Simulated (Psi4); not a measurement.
**SiH2F2 (SiF2H2) at PW86PBE/6-311G(2df,2pd) (density fitting)**

What is the energy difference between two shapes of SiH2F2 (SiF2H2) at PW86PBE/6-311G(2df,2pd) (density fitting)? 

The calculation is run with Psi4 1.11.

2 further runs of the same task are left out: 1 that didn't finish, 1 set aside as unsound or not needed.

## Step 1: The structure to begin with

SiH2F2: 5 atoms, total charge 0, spin state singlet. As SMILES, `[H][Si]([H])(F)F`. The shape is that of a GFN2-xTB optimisation.

Bond lengths: Si1–F2 1.594 Å, Si1–F3 1.594 Å, Si1–H4 1.442 Å, Si1–H5 1.443 Å. Angles: F2–Si1–F3 103.0°, F2–Si1–H4 107.9°, F2–Si1–H5 107.9°, F3–Si1–H4 107.9°, F3–Si1–H5 108.0°, H4–Si1–H5 120.8°.

## Step 2: A single-point energy at PW86PBE/6-311G(2df,2pd) (density fitting)

File f2h2si_ase.py:

```python
import numpy as np
from ase.calculators.psi4 import Psi4
from ase import Atoms

mol = Atoms(['Si', 'F', 'F', 'H', 'H'], positions=[
    [-0.091360, 0.000560, -0.064290],
    [0.009240, -0.018840, 1.526500],
    [1.436020, 0.010630, -0.519740],
    [-0.680140, 1.257800, -0.455540],
    [-0.673740, -1.250150, -0.486920],
])
calc = Psi4(atoms=mol, method='pw86pbe', basis='6-311G(2df,2pd)', memory='1600MB', num_threads=1, charge=0, multiplicity=1, label='calc')
calc.psi4.set_options({'scf_type': 'df'})
mol.calc = calc

print(f'energy: {mol.get_potential_energy():.6f} eV')
```

The run is started by

```bash
$ python f2h2si_ase.py
```

calc.dat:

```text
[...]
  Running in c1 symmetry.
[...]
  Nuclear repulsion =  119.076698466433129
[...]
  Multiplicity = 1
[...]
  Nalpha       = 17
  Nbeta        = 17
[...]
    Number of basis functions: 126
[...]
   @DF-RKS iter   1:  -490.62380285159645   -3.06808e-01   4.92964e-03 DIIS/ADIIS
[...]
   @DF-RKS iter   7:  -490.73171683285977   -6.64992e-08   8.96224e-07 DIIS
[...]
    Orbital Energies [Eh]
    ---------------------
    Doubly Occupied:
       1A    -65.510212     2A    -24.273688     3A    -24.273465
       4A     -5.109245     5A     -3.517925     6A     -3.515824
       7A     -3.512505     8A     -1.098599     9A     -1.078745
      10A     -0.518737    11A     -0.430452    12A     -0.419099
      13A     -0.415624    14A     -0.367742    15A     -0.365323
      16A     -0.355590    17A     -0.312234
[...]
  @DF-RKS Final Energy:  -490.73171683285977
   => Energetics <=
    Nuclear Repulsion Energy =            119.0766984664331289
    One-Electron Energy =                -918.5970276900862928
    Two-Electron Energy =                 351.6781877675632586
    DFT Exchange-Correlation Energy =     -42.8895753767699546
    Empirical Dispersion Energy =           0.0000000000000000
    VV10 Nonlocal Energy =                  0.0000000000000000
    Total Energy =                       -490.7317168328597745
[...]
 Multipole Moments:
 ------------------------------------------------------------------------------------
     Multipole            Electronic (a.u.)      Nuclear  (a.u.)        Total (a.u.)
 ------------------------------------------------------------------------------------
 L = 1.  Multiply by 2.5417464519 to convert [e a0] to [Debye]
 Dipole X            :          2.0893920           -2.6380780           -0.5486860
 Dipole Y            :         -0.0117841            0.0149484            0.0031643
 Dipole Z            :          1.4531229           -1.8370770           -0.3839542
 Magnitude           :                                                    0.6696918
[...]
```

The script printed:

```text
energy: -13353.490181 eV
```

It took 3.9 s on 1 thread of Intel Xeon 6975P-C (Granite Rapids), shared host; peak memory 0.56 GiB.

## Step 3: The distorted shape

File job.dat:

```
memory 1600 MB

molecule m {
  0 1
  Si    -0.19288624    -0.00408181    -0.13742088
  F     -0.01288982    -0.06242521     2.91886152
  F      2.67135275     0.00742851    -0.97472074
  H     -1.27720920     2.36119390    -0.88817317
  H     -1.29565859    -2.42210166    -0.92880417
  units bohr
  symmetry c1
}

set basis 6-311G(2df,2pd)
set scf_type df

energy("pw86pbe")
print_variables()
```

The run is started by

```bash
$ psi4 -i job.dat -o job.out -n 1
```

job.out:

```text
[...]
  Running in c1 symmetry.
[...]
  Nuclear repulsion =  118.654790910364056
[...]
  Multiplicity = 1
[...]
  Nalpha       = 17
  Nbeta        = 17
[...]
    Number of basis functions: 126
[...]
   @DF-RKS iter   1:  -490.62399428135421   -3.17602e-01   4.92098e-03 ADIIS/DIIS
[...]
   @DF-RKS iter   8:  -490.73135406154194   -2.71651e-08   3.39505e-07 DIIS
[...]
    Orbital Energies [Eh]
    ---------------------
    Doubly Occupied:
       1A    -65.512526     2A    -24.277102     3A    -24.268857
       4A     -5.111029     5A     -3.519729     6A     -3.517687
       7A     -3.514296     8A     -1.099568     9A     -1.074555
      10A     -0.518407    11A     -0.429465    12A     -0.418475
      13A     -0.415012    14A     -0.365972    15A     -0.364938
      16A     -0.353497    17A     -0.312147
[...]
  @DF-RKS Final Energy:  -490.73135406154194
   => Energetics <=
    Nuclear Repulsion Energy =            118.6547909103640563
    One-Electron Energy =                -917.7618648493760247
    Two-Electron Energy =                 351.2570426045066370
    DFT Exchange-Correlation Energy =     -42.8813227270365402
    Empirical Dispersion Energy =           0.0000000000000000
    VV10 Nonlocal Energy =                  0.0000000000000000
    Total Energy =                       -490.7313540615419356
[...]
 Multipole Moments:
 ------------------------------------------------------------------------------------
     Multipole            Electronic (a.u.)      Nuclear  (a.u.)        Total (a.u.)
 ------------------------------------------------------------------------------------
 L = 1.  Multiply by 2.5417464519 to convert [e a0] to [Debye]
 Dipole X            :          2.0791821           -2.6090214           -0.5298392
 Dipole Y            :          0.0360256           -0.0027129            0.0333127
 Dipole Z            :          1.4369443           -1.8759240           -0.4389797
 Magnitude           :                                                    0.6888705
[...]
```

Wall time 3.9 s (1 thread of Intel Xeon 6975P-C (Granite Rapids), shared host); peak memory 0.55 GiB.

## Step 4: Results

At PW86PBE/6-311G(2df,2pd) (density fitting):

| quantity | value |
| --- | --- |
| first shape: total energy | -490.73172 Eh |
| first shape: dipole moment | 1.70 D |
| first shape: HOMO energy | -8.50 eV |
| first shape: LUMO energy | -0.69 eV |
| first shape: HOMO–LUMO gap | 7.81 eV |
| distorted shape: total energy | -490.73135 Eh |
| distorted shape: dipole moment | 1.75 D |
| distorted shape: HOMO energy | -8.49 eV |
| distorted shape: LUMO energy | -0.72 eV |
| distorted shape: HOMO–LUMO gap | 7.78 eV |
| energy change with the atoms displaced | 0.010 eV |

What this shows: With the atoms displaced the energy rises by 0.01 eV (1.0 kJ/mol). The first shape isn't relaxed at this level, so the change isn't measured from a minimum.
